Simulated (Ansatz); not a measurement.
Geometry optimisation, Ansatz 0.2.0, RKS PBE-D4/def2-SVP.

Input file:

```yaml
crystal:
  periodic: [false, false, false]
  atoms:
    - { symbol: B, position_ang: [0.026251, 0.429705, -0.051607] }
    - { symbol: F, position_ang: [-0.172648, 0.583891, 1.260795] }
    - { symbol: H, position_ang: [1.159233, 0.571319, -0.474898] }
    - { symbol: H, position_ang: [-0.960723, 0.284645, -0.751515] }
    - { symbol: "N", position_ang: [0.126651, -2.166296, 0.793397] }
    - { symbol: H, position_ang: [-0.608686, -2.866552, 0.624075] }
    - { symbol: H, position_ang: [0.961159, -2.650323, 1.149472] }
    - { symbol: H, position_ang: [-0.207639, -1.525888, 1.54828] }
basis:
  gaussian: { orbitals: def2-SVP }
hamiltonian:
  xc: pbe
  dispersion: d4
relax:
  f_tol: 0.03
  max_steps: 50
```

Launched with:

```bash
$ ansatz run input.yaml --threads 1 --pin off --max-ram 2048MiB --backend cpu --events-out ev --progress --plain --runs-dir out
```

Task: Where does it end, and by what steps?

Result: The forces met the threshold. After 11 steps the energy has fallen by 0.914 eV; H6 moved furthest, 0.89 Å. Joined: B1–N5 (2.73 → 1.67 Å).

```
step  energy less start (eV)  largest force component (eV/Å)  accepted
   0                  0.0000                           0.799       yes
   1                 -0.0869                           0.956       yes
   2                 -0.4003                           0.849       yes
   3                 -0.7297                           0.732       yes
   4                 -0.6108                           3.507        no
   5                 -0.8323                           0.299       yes
   6                 -0.8652                           0.082       yes
   7                 -0.8877                           0.087       yes
   8                 -0.8724                           0.700        no
   9                 -0.9018                           0.053       yes
  10                 -0.9080                           0.238       yes
  11                 -0.9138                           0.013       yes
```

```xyz
8
Properties=species:S:1:pos:R:3
B 0.033 -0.124 0.170
F 0.218 0.682 1.299
H 0.985 -0.131 -0.622
H -1.090 -0.039 -0.347
N 0.044 -1.677 0.793
H -0.137 -2.374 0.057
H 0.952 -1.897 1.229
H -0.682 -1.780 1.519
```

Whether the end is a true minimum wasn't checked by a vibrational analysis.

Run time: 13 s on 1 thread of Intel(R) Xeon(R) Platinum 8488C (Sapphire Rapids), on a shared host, peak memory 0.15 GiB.
